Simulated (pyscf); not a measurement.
# Hydrogen abstraction: `[CH3][Br]` + `[Cl]` [doublet] → `[CH2][Br]` [doublet] + `[ClH]`

Gas phase, doublet surface, charge 0. Bonds broken: C1–H3. Bonds formed: H3–Cl6. Single points on ωB97X-D3(BJ)/def2-SVP structures (PySCF, gas phase). Correlated levels are frozen-core, on RHF or UHF. ΔMP2 is the change of the MP2 total energy from the triple- to the quadruple-zeta basis.

Transition state (Å):

```xyz
6

C      0.1393     0.3165    -0.5293
Br     1.6944     1.2834    -0.8798
H      0.1791    -0.0550     0.7927
H     -0.7733     0.9212    -0.5659
H      0.1004    -0.6542    -1.0354
Cl     0.0873    -0.5172     2.1778
```

One imaginary mode, 1230i cm⁻¹; descent along it reached the two sides named.

```json
[
 {"bond": "C1–H3", "change": "breaks", "reactant side (Å)": "1.099", "saddle": "1.374", "product side": "2.206"},
 {"bond": "H3–Cl6", "change": "forms", "reactant side (Å)": "2.7", "saddle": "1.463", "product side": "1.292"}
]
```

Electronic energies relative to the separated reactants (eV):

```
level                             barrier  reaction energy  reverse barrier
--------------------------------  -------  ---------------  ---------------
ωB97X-D3(BJ)/def2-TZVP               0.16            +0.08             0.08
PBE/def2-TZVP                       -0.29            -0.09            -0.19
r²SCAN/def2-TZVP                    -0.18            -0.12            -0.06
B3LYP-D3(BJ)/def2-TZVP               0.00            +0.07            -0.07
PBE0-D3(BJ)/def2-TZVP               -0.06             0.00            -0.06
M06-2X/def2-TZVP                     0.18            +0.12             0.07
ωB97M-D3(BJ)/def2-TZVP               0.20            +0.07             0.12
HF/def2-TZVP                         1.03            +0.33             0.69
MP2/def2-QZVPP                       0.23            +0.06             0.17
CCSD/def2-TZVPP                      0.42            +0.14             0.28
CCSD(T)/def2-TZVPP                   0.30            +0.10             0.19
CCSD(T)/def2-TZVPP + ΔMP2(QZVPP)     0.25            +0.07             0.18
```

With CCSD(T)/def2-TZVPP + ΔMP2(QZVPP) energies and thermal terms (ideal gas, 1 atm, RRHO with modes under 100 cm⁻¹ raised to 100, one conformer, R ln 2 for chiral ones without a mode under 150 cm⁻¹), in eV:

| T (K) | ΔH‡ | ΔG‡ | ΔH | ΔG |
|---|---|---|---|---|
| 298 | 0.03 | 0.31 | -0.11 | -0.24 |
| 600 | 0.05 | 0.59 | -0.09 | -0.39 |
| 900 | 0.07 | 0.85 | -0.08 | -0.54 |
| 1200 | 0.08 | 1.11 | -0.09 | -0.69 |

At PBE, r²SCAN, PBE0-D3(BJ) this geometry lies under the reactants; that is no barrier but a single point on another level's saddle; such a level's own saddle, if it has one, lies nearer that side and is low. At PBE, r²SCAN, B3LYP-D3(BJ), PBE0-D3(BJ) this geometry lies under the product side: in single points on another level's saddle the reverse barrier vanishes, and the forward threshold there is about the reaction energy. One saddle was located; it need not be the lowest between these sides. The angle at the transferred H is 174°. The CCSD(T) − MP2 part came from Ansatz, without density fitting, on the same reference. The frozen core leaves the outer d or s,p core shells of the metals and heavy elements correlated in the MP2 and CC values, and def2-TZVPP describes them poorly, which can shift differences by a few kcal/mol. Left out: orbital degeneracy and the spin-orbit lowering of Cl. Elements up to Kr have no core potential and no relativistic terms here.
